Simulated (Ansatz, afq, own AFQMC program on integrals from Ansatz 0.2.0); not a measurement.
Where AFQMC and coupled cluster stand for GeHO, doublet

```csv
atom,x (Å),y (Å),z (Å)
Ge,0.0000,0.0134,0.3432
O,0.0000,-0.1072,-1.4387
H,0.0000,0.7369,-1.8995
```

Connectivity, by distances: Ge–OH.

Basis cc-pVDZ. Noble-gas cores (and the filled d shells of Ga–Kr and In–Xe) are frozen. Ansatz 0.2.0 and our own AFQMC program on the same integrals; the CISD trial comes from CCSD amplitudes, and released means the phaseless constraint is let go. Free projection: walkers drawn from exp(T), propagated without any constraint. Its projection time is finite, and what remains of the start isn't in its error. Error bars are statistical, one sigma. No spin–orbit coupling.

Determinant: UHF, the one that the program's search chose, which needn't be the lowest solution. The geometry is a PBE0/def2-TZVP stationary point of this or a neighbouring charge and spin state.

No full CI on the walks' own integrals is used here; CCSDT(Q) serves as the reference and is uncertain by about the last step of the cluster series.

Cautions: no relativity below Rb; no spin-orbit coupling; inner d shell frozen; the ph-AFQMC/CISD walk drifts between its halves (2.1 errors).

```
T1 diagnostic                               : 0.0229
weight of the determinant in the CISD state : 0.890
⟨S²⟩ of the determinant                     : 0.764
size of the correlated space                : 11 electrons in 31 orbitals
```

```csv
level,correlation energy (eV)
MP2,-6.8310
CCSD,-7.2728
CCSD(T),-7.4644
```

Problem. Estimate where phaseless AFQMC with the Hartree–Fock trial lies against CCSD(T) on the same integrals.

Solution. 100.4 ± 78.1 meV below CCSD(T). The gap is under twice the noise, so this walk alone can't tell the two apart.

Reference: CCSDT(Q), correlation energy -7.506 eV. The released energy is read at 1.50 1/Eh (meV from the phaseless value at times in 1/Eh: -20 ± 19 at 0.24, -27 ± 15 at 0.50, -28 ± 23 at 1.00, -15 ± 14 at 1.50).

```tsv
level	E − E(reference) (meV)	share of correlation (%)
CCSD(T)	41.3	99.45
CCSDT	25.3	99.66
ph-AFQMC/HF	-59.1 ± 78.1	100.79
ph-AFQMC/CISD	30.4 ± 17.3	99.59
released AFQMC	15.6 ± 14.4	99.79
free AFQMC	-5.2 ± 15.2	100.07
```

Free projections are given only where their last times agree within the noise and don't stop above the reference; a slow remainder of the start can still hide under it. A walk keeps the symmetry of its determinant, which the program's search chose and which needn't be the lowest solution, so a lower state of the same spin and another symmetry isn't excluded. Released energies are given only where the last usable release times agree within the noise; a slower fall can still hide under it.
